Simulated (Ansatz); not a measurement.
# C₂H₆FNO: up Jacob's ladder to CCSD(T)

An exercise on one series of results from a longer session: the logs are not shown, and one member is left open.

Computed with Ansatz 0.2.0, Gaussian basis. Level: functionals in def2-TZVPP, the program's frozen cores in correlated methods.

Levels to be run: LDA (SPW92), PBE-D4, revPBE-D4, BLYP-D4, r2SCAN-D4, B97M-V, PBE0-D4, B3LYP-D4, r2SCANh-D4, r2SCAN0-D4, HSE06-D4, BHLYP-D4, CAM-B3LYP-D4, LC-ωPBE, ωB97X-V, ωB97M-V, B2PLYP, PBE-QIDH; CCSD(T)/def2-SVP; CCSD(T)/def2-TZVPP; MP2/def2-QZVPP; extrapolation to the limit; RPA on PBE.

## The relaxed structure

All runs share one geometry, relaxed beforehand with PBE0-D4 in a triple-zeta def2 set.

SMILES `NC(F)CO`, 11 atoms, charge 0, spin multiplicity 1.

Atoms are counted from 1 here; the program's logs count them from 0.

Bond lengths: N1–C2 1.400 Å, N1–H6 1.009 Å, N1–H7 1.012 Å, C2–F3 1.427 Å, C2–C4 1.513 Å, C2–H8 1.093 Å, C4–O5 1.408 Å, C4–H9 1.091 Å, C4–H10 1.096 Å, O5–H11 0.962 Å. Angles: C2–N1–H6 113.2°, C2–N1–H7 111.6°, H6–N1–H7 110.9°, N1–C2–F3 112.2°, N1–C2–C4 111.6°, N1–C2–H8 110.7°, F3–C2–C4 105.7°, F3–C2–H8 104.8°, C4–C2–H8 111.5°, C2–C4–O5 111.2°, C2–C4–H9 109.2°, C2–C4–H10 108.9°, O5–C4–H9 107.1°, O5–C4–H10 111.6°, H9–C4–H10 108.7°, C4–O5–H11 107.2°.

Set-up of the first run:

in.yaml

```yaml
crystal:
  periodic: [false, false, false]
  atoms:
    - {symbol: N, position_ang: [-0.313610, 1.140089, 0.878664]}
    - {symbol: C, position_ang: [-0.555052, -0.155233, 0.406686]}
    - {symbol: F, position_ang: [0.082840, -1.148951, 1.207377]}
    - {symbol: C, position_ang: [-0.014476, -0.348744, -0.993266]}
    - {symbol: O, position_ang: [1.368306, -0.088176, -1.045549]}
    - {symbol: H, position_ang: [-0.585629, 1.268523, 1.841949]}
    - {symbol: H, position_ang: [0.649907, 1.413795, 0.736899]}
    - {symbol: H, position_ang: [-1.620585, -0.394221, 0.460792]}
    - {symbol: H, position_ang: [-0.500551, 0.358157, -1.667468]}
    - {symbol: H, position_ang: [-0.246538, -1.367111, -1.325897]}
    - {symbol: H, position_ang: [1.800889, -0.735128, -0.479487]}
basis:
  gaussian: {orbitals: def2-TZVPP}
hamiltonian: {xc: lda}
output: {orbitals: {seedname: orbitals}}
```

On the command line:

```console
$ ansatz run in.yaml --threads 4 --pin off --events-out ev --progress --plain --max-ram 10444MiB
```

Among the steps run: LDA; PBE-D4 (GGA); revPBE-D4 (GGA); BLYP-D4 (GGA); r2SCAN-D4 (meta-GGA); B97M-V (meta-GGA); PBE0-D4 (hybrid); B3LYP-D4 (hybrid); r2SCANh-D4 (hybrid); r2SCAN0-D4 (hybrid); HSE06-D4 (hybrid); BHLYP-D4 (hybrid); CAM-B3LYP-D4 (range-separated); LC-ωPBE (range-separated); ωB97X-V (range-separated); ωB97M-V (range-separated); B2PLYP (double hybrid); PBE-QIDH (double hybrid).

One of the session's tables, all rows but one given; the rest of the session is left out.

It belongs to the step «Frontier levels by functional». 

```
  functional  HOMO (eV)  LUMO (eV)  gap (eV)
 LDA (SPW92)      -6.38      -0.04      6.34
      PBE-D4      -6.22       0.13      6.35
   revPBE-D4      -6.15       0.21      6.36
     BLYP-D4      -6.13       0.09      6.22
   r2SCAN-D4      -6.57       0.82      7.39
      B97M-V      -6.72       0.38      7.10
     PBE0-D4      -7.80       1.02      8.82
    B3LYP-D4      -7.56       0.64      8.20
  r2SCANh-D4      -7.16       1.10      8.26
  r2SCAN0-D4      -8.05       1.49      9.54
    HSE06-D4      -7.39       0.65      8.04
    BHLYP-D4          ?          ?         ?
CAM-B3LYP-D4      -9.30       1.78     11.08
     LC-ωPBE     -10.68       3.15     13.83
     ωB97X-V     -10.32       2.94     13.26
     ωB97M-V     -10.24       2.47     12.70
```

Estimate the missing values for BHLYP-D4.

Worked estimate for «HOMO (eV)». Against the share of exact exchange, BLYP-D4 (0, -6.13), B3LYP-D4 (0.2, -7.56) give a slope of -7.15 per unit share; at 0.5 the line stands at -9.70.

The run gave: HOMO (eV): -9.32; LUMO (eV): 1.65; gap (eV): 10.97. In «HOMO (eV)» the line misses by -0.38.
